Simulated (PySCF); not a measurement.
**Argon: highly charged ions in a basis for the neutral atom**

Ar¹⁴⁺ [He] 2s2, Ar¹⁵⁺ [He] 2s1. All numbers are calculated (PySCF 2.14, the spin-free X2C one-electron Hamiltonian (Gaussian nucleus), in cc-pVTZ-DK). No spin-orbit coupling, so a gap to NIST mixes the basis error with missing relativistic terms.

Changed run: basis of the neutral atom used for a highly charged ion. This setting is unsound on purpose.

```csv
species,method,sound run (hartree),changed run (hartree),converged
Ar¹⁴⁺,UHF,not run,-378.93238,yes
Ar¹⁴⁺,BP86,not run,-379.11969,yes
Ar¹⁴⁺,PBE0,not run,-378.94783,yes
Ar¹⁵⁺,UHF,not run,-347.75111,yes
Ar¹⁵⁺,BP86,not run,-347.84302,yes
Ar¹⁵⁺,PBE0,not run,-347.68533,yes
```

Ionisation energy of Ar¹⁴⁺:

| method | changed run (eV) | NIST (eV) |
| --- | --- | --- |
| UHF | 848.49 | 855.5 ± 0.3 |
| BP86 | 851.08 | 855.5 ± 0.3 |
| PBE0 | 850.70 | 855.5 ± 0.3 |

The contracted functions were made for the neutral atom and can be too rigid for a highly charged ion.
